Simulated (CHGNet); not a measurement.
## hcp Be

Level of theory: the machine-learned potential CHGNet 0.3.0 (trained on PBE and PBE+U data).

Cell: relaxed at this level.

```
Property               Value
-------------------  -------
lattice constant a   2.255 Å
lattice parameter c  3.672 Å
```

Measured, for comparison: lattice constant a 2.286 Å (293 K, no zero-point or thermal correction, our sources range from 2.286 to 2.290; as tabulated in Wikipedia's data pages); lattice parameter c 3.584 Å (293 K, no zero-point or thermal correction; as tabulated in Wikipedia's data pages). Computed (rounded) less measured: lattice constant a -1.4 % (-1.4 % to -1.5 % over the range), lattice parameter c +2.5 %. A static lattice is as a rule a little smaller and stiffer than an uncorrected measurement, which narrows the difference in the lattice constant a and would widen misses of the other sign.

A machine-learned potential is trained on density-functional data: it inherits that level's misses and adds fitting errors of its own.

Note: elastic tensor is asymmetric by over 3 %: noisy.
